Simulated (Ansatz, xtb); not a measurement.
# C3H6FN: which of two isomers lies lower

Structure I is `NC1(F)CC1`, a singlet and structure II is `N[C@@H]1C[C@@H]1F`, a singlet. Both are isolated molecules in the gas phase, relaxed with PBE-D3(BJ)/def2-SVP; the shapes shown needn't be the lowest conformers.

I (Å):

```xyz
11

C     0.6806   -0.3068    0.7497
C     1.9782    0.4132    0.9565
C     1.4325   -0.5357    2.0253
F     0.7422   -1.3705   -0.1632
N    -0.5300    0.4066    0.7651
H    -1.3189   -0.2042    1.0107
H    -0.7255    0.8277   -0.1515
H     1.9388    1.4951    1.1518
H     2.8375    0.0611    0.3662
H     1.0217   -0.0996    2.9480
H     1.9347   -1.5088    2.1343
```

II (Å):

```yaml
atoms:
  - { symbol: C, position_ang: [0.6514, 0.5299, 1.2328] }
  - { symbol: C, position_ang: [1.6389, -0.4722, 1.8543] }
  - { symbol: C, position_ang: [0.2728, -0.9138, 1.4199] }
  - { symbol: F, position_ang: [0.1919, -1.6776, 0.2755] }
  - { symbol: N, position_ang: [0.7720, 1.0226, -0.1083] }
  - { symbol: H, position_ang: [0.7568, 0.2337, -0.7665] }
  - { symbol: H, position_ang: [1.6637, 1.5140, -0.2432] }
  - { symbol: H, position_ang: [0.1852, 1.2397, 1.9423] }
  - { symbol: H, position_ang: [2.4693, -0.7965, 1.2066] }
  - { symbol: H, position_ang: [1.8697, -0.4261, 2.9307] }
  - { symbol: H, position_ang: [-0.4957, -1.2076, 2.1553] }
```

Energies in hartree; the thermal terms are from PBE-D3(BJ)/def2-SVP harmonic frequencies (ideal gas, rigid rotor, one conformer each, 298.15 K, 1 atm) and include the zero-point energy:

```
                              I           II
E, CCSD(T)/def2-SVP  −271.572241  −271.553872
    E, MP2/def2-SVP  −271.507761  −271.488629
  E, MP2/def2-TZVPP  −272.020216  −272.002208
  zero-point energy     0.087955     0.088056
       H(298 K) − E     0.094010     0.094260
       G(298 K) − E     0.060316     0.060086
```

Q: Correct the CCSD(T) difference for the basis set by the MP2 change, then work out ΔE, ΔE₀, ΔH and ΔG for I → II in kJ/mol (1 Eh = 2625.50 kJ/mol) and the equilibrium ratio [II]/[I].

A: 1. Differences II − I: CCSD(T) +0.018369, MP2 in the small set +0.019132, MP2 in the large set +0.018008 Eh.
2. ΔE = +0.018369 + (+0.018008 − (+0.019132)) = +0.017245 Eh = +45.28 kJ/mol.
3. ΔE₀ = ΔE + ΔZPE = +0.017245 + (+0.000101) Eh = +45.54 kJ/mol.
4. ΔH = ΔE + (+0.000250) Eh = +45.93 kJ/mol.
5. ΔG = ΔE + (−0.000230) Eh = +44.67 kJ/mol, so ΔS = (ΔH − ΔG)/T = +4.2 J/(mol K).
6. kT = 0.9442 mEh, so K = [II]/[I] = exp(−ΔG/kT) = exp(−18.02) ≈ 1.5 × 10^−8.

Structure I is favoured at this temperature. An error of 4 kJ/mol in ΔG would change K by a factor of 5. Mirror images and further conformers aren't counted.

As drawn, both hold the same kinds of bond in the same numbers.

Other levels gave ΔE = +31.7 (GFN2-xTB); +27.8 (HF/STO-3G, GFN2-xTB geometries); +50.4 (r2SCAN-D4/def2-SVP, GFN2-xTB geometries); +45.3 (PBE-D3(BJ)/def2-SVP); +48.2 (HF/def2-SVP); +50.2 (MP2/def2-SVP); +48.2 (CCSD(T)/def2-SVP) kJ/mol. The correlated steps freeze 5 core orbitals. Programs: Ansatz 0.2.0, xtb 6.7.1.
